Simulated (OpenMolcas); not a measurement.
**BNH3O (SMILES N[B]O) at UKT3/ANO-XS-MB (DKH2, PCM benzene)**

What is the adiabatic electron affinity of BNH3O at UKT3/ANO-XS-MB (DKH2, PCM benzene)? 

Program for the calculation: OpenMolcas 26.06.

1 further run of the same task is left out (set aside as unsound or not needed).

### 1 The molecule

BNH3O: 6 atoms, total charge 0, spin state doublet. As SMILES, `N[B]O`. All atoms were displaced at random from a relaxed shape. The run starts from this shape.

Bond lengths: N1–B2 1.383 Å, B2–O3 1.380 Å, N1–H4 1.008 Å, N1–H5 1.051 Å, O3–H6 0.947 Å. Angles: N1–B2–O3 124.7°, B2–N1–H4 127.3°, B2–N1–H5 119.8°, B2–O3–H6 110.6°, H4–N1–H5 112.3°.

### 2 A geometry optimisation at UKT3/ANO-XS-MB (DKH2, PCM benzene)

Input file struct.xyz:

```xyz
6

N     -0.787254     0.143099    -0.562226
B      0.016803    -0.435385     0.403117
O      1.305981    -0.038554     0.692942
H     -1.721724    -0.129283    -0.822858
H     -0.494876     1.047148    -1.012432
H      1.700891    -0.623998     1.324635
```

Input file run.input:

```
&gateway
coord = struct.xyz
basis = ANO-XS-MB
group = NoSym
rf-input
PCM-Model
Solvent=benzene
End of RF-Input
>>> EXPORT MOLCAS_MAXITER=40
>>> Do While
&seward
relativistic = R02E00
&scf
uhf
spin = 2
ksdft = KT3
prorbitals = 1 1
&slapaf
>>> EndDo
```

Run with:

```console
$ export MOLCAS_MEM=1860
$ pymolcas run.input > run.log
```

The program printed:

```text
--- Start Module: gateway ---
[...]
--- Stop Module: gateway /rc=_RC_ALL_IS_WELL_ ---
[...]
      Basis functions           18
[...]
       Convergence after  12 Iterations
[...]
::    Total KS-DFT energy                            -158.7667732371
[...]
 *              Molecular gradients               *
 **************************************************
  Irreducible representation: a
 ------------------------------------------------------------------------------------------
                              X                       Y                       Z
 ------------------------------------------------------------------------------------------
  N1               -3.02040344715708E-02   -3.15855233166943E-02    7.58327158263894E-03
  B2                5.93740768097865E-02    5.68766198928956E-02   -1.32694534909721E-02
  O3               -1.46759084573160E-02   -1.03438347186774E-01    7.08115442488546E-02
  H4                5.69992210821106E-02    2.11421075809864E-02    1.10882248139822E-02
  H5               -6.83955095091138E-03   -2.13660287816060E-02    1.54005893571117E-02
  H6               -6.50189666874172E-02    7.84266814457950E-02   -9.18333599013952E-02
 ------------------------------------------------------------------------------------------
[...]
--- Start Module: slapaf ---
[...]
 Geometry is converged in   9 iterations to a Minimum Structure
*****************************************************************************************************************
*****************************************************************************************************************
++ Geometry section
********************************************************************************
  Geometrical information of the final structure
********************************************************************************
  NOTE: on convergence the final predicted structure will be printed here.
  This is not identical to the structure printed in the head of the output.
 *********************************************************
[...]
--- Stop Module: slapaf /rc=_RC_INVOKED_OTHER_MODULE_ ---
--- Start Module: last_energy ---
[...]
       Convergence after   6 Iterations
[...]
::    Total KS-DFT energy                            -158.8003943372
[...]
      Total spin, S                                     0.5020465754
[...]
      Total electronic charge=   23.000000
      Total            charge=   -0.000000
[...]
      Dipole Moment (debye):
      Origin of the operator (angstrom)=    0.2099   -0.0690    0.1596
                   X= -1.3791E+00               Y= -3.2242E-01               Z= -4.9529E-01           Total=  1.5004E+00
      Quadrupole Moment (debye*angstrom):
[...]
--- Stop Module: last_energy /rc=_RC_ALL_IS_WELL_ ---
[...]
```

It took 50 s on 1 thread of AMD EPYC 7R43 (Zen 3), shared host; peak memory 0.38 GiB.

Step by step:

```csv
step,energy from the first frame kept (eV),largest force (eV/Å)
0,0.0000,7.0528
1,-0.7575,2.2240
2,-0.8864,0.4387
3,-0.9121,0.2199
4,-0.9138,0.1061
5,-0.9150,0.0416
6,-0.9149,0.0412
7,-0.9147,0.0401
8,-0.9149,0.0420
```

After the run. Bond lengths: N1–B2 1.443 Å, B2–O3 1.502 Å, N1–H4 1.079 Å, N1–H5 1.086 Å, O3–H6 1.085 Å. Angles: N1–B2–O3 118.2°, B2–N1–H4 121.6°, B2–N1–H5 124.5°, B2–O3–H6 110.8°, H4–N1–H5 113.9°.

### 3 The singlet anion

struct.xyz is that of step 2.

Input file run.input:

```
* BH3NO Kohn-Sham DFT
>>> EXPORT MOLCAS_PRINT=2
&GATEWAY
Coord = struct.xyz
Basis = ANO-XS-MB
Group = NoSym
RF-Input
PCM-Model
Solvent=benzene
End of RF-Input
>>> EXPORT MOLCAS_MAXITER=40
>>> Do While
&SEWARD
Relativistic = R02E00
&SCF
Charge = -1
KSDFT = KT3
PrOrbitals = 1 1
&SLAPAF
>>> EndDo
```

Run with:

```console
$ export MOLCAS_MEM=1860
$ pymolcas run.input > run.log
```

The program printed:

```text
--- Start Module: gateway ---
[...]
--- Stop Module: gateway /rc=_RC_ALL_IS_WELL_ ---
[...]
      Basis functions           18
[...]
       Convergence after  14 Iterations
[...]
::    Total KS-DFT energy                            -158.7610161635
[...]
 *              Molecular gradients               *
 **************************************************
  Irreducible representation: a
 ------------------------------------------------------------------------------------------
                              X                       Y                       Z
 ------------------------------------------------------------------------------------------
  N1               -5.37121704008321E-02   -4.74903978690743E-02    1.22839912377644E-02
  B2                1.10985772353014E-01    1.44365233486632E-01   -6.05215011300482E-02
  O3               -7.03617253079400E-02   -1.47906688972713E-01    8.18146696406592E-02
  H4                5.31604742087142E-02    1.68587785777038E-02    9.81100523366885E-03
  H5                1.07094945824660E-03   -4.59196700185387E-02    3.93923136278125E-02
  H6               -4.36423720084975E-02    7.61149001875048E-02   -8.05654549586303E-02
 ------------------------------------------------------------------------------------------
[...]
--- Start Module: slapaf ---
[...]
 Geometry is converged in  19 iterations to a Minimum Structure
*****************************************************************************************************************
*****************************************************************************************************************
++ Geometry section
********************************************************************************
  Geometrical information of the final structure
********************************************************************************
  NOTE: on convergence the final predicted structure will be printed here.
  This is not identical to the structure printed in the head of the output.
 *********************************************************
[...]
--- Stop Module: slapaf /rc=_RC_INVOKED_OTHER_MODULE_ ---
--- Start Module: last_energy ---
[...]
       Convergence after   4 Iterations
[...]
::    Total KS-DFT energy                            -158.8452962951
[...]
      Total spin, S                                     0.0000000000
[...]
      Total electronic charge=   24.000000
      Total            charge=   -1.000000
[...]
      Dipole Moment (debye):
      Origin of the operator (angstrom)=    0.1964   -0.0896    0.1692
                   X= -9.5485E-02               Y=  2.3500E+00               Z= -1.8751E+00           Total=  3.0080E+00
      Center of Charge (angstrom)
[...]
--- Stop Module: last_energy /rc=_RC_ALL_IS_WELL_ ---
[...]
```

Wall time 83 s (1 thread of AMD EPYC 7R43 (Zen 3), shared host); peak memory 0.38 GiB.

The path in brief:

```csv
step,energy from the first frame kept (eV),largest force (eV/Å)
0,0.0000,9.8674
1,-1.4295,6.0522
2,-2.0452,2.9859
3,-2.1965,1.4040
4,-2.2936,0.3327
5,-2.2938,0.1544
6,-2.2882,0.1622
7,-2.2938,0.0692
8,-2.2928,0.0691
9,-2.2930,0.0704
10,-2.2934,0.0697
11,-2.2933,0.0691
12,-2.2932,0.0692
13,-2.2932,0.0682
14,-2.2934,0.0697
15,-2.2934,0.0695
16,-2.2934,0.0693
17,-2.2932,0.0692
18,-2.2934,0.0692
```

After the run. Bond lengths: N1–B2 1.506 Å, B2–O3 1.638 Å, N1–H4 1.086 Å, N1–H5 1.108 Å, O3–H6 1.089 Å. Angles: N1–B2–O3 101.1°, B2–N1–H4 119.4°, B2–N1–H5 131.5°, B2–O3–H6 100.9°, H4–N1–H5 109.1°.

### 4 Summary of results

At UKT3/ANO-XS-MB (DKH2, PCM benzene):

```
                                                              quantity          value
                                doublet BNH3O: total energy at the end  -158.80039 Eh
                                          doublet BNH3O: dipole moment         1.50 D
                     doublet BNH3O: HOMO energy (highest over α and β)       -5.27 eV
                      doublet BNH3O: LUMO energy (lowest over α and β)       -2.62 eV
                                                   doublet BNH3O: ⟨S²⟩          0.754
                                singlet anion: total energy at the end  -158.84530 Eh
                                            singlet anion: HOMO energy        0.83 eV
                                            singlet anion: LUMO energy        4.48 eV
  singlet anion: HOMO–LUMO gap (to an unbound level, set by the basis)        3.66 eV
adiabatic electron affinity (to the singlet anion, no zero-point term)       1.222 eV
```

The adiabatic electron affinity (to the singlet anion, no zero-point term) is 1.22 eV (118 kJ/mol). In a minimal basis such a difference can be off by several eV, whatever the method. The optimisation (doublet BNH3O) took 8 steps and changed the energy by -0.915 eV. The optimisation (singlet anion) took 18 steps and changed the energy by -2.293 eV. Mulliken charges (singlet anion) run from -0.85 on O3 to +0.31 on H6; they depend strongly on the basis. The HOMO (singlet anion) lies at positive energy, 0.83 eV, as semi-local functionals often give for anions; only total energies tell whether the electron is bound.
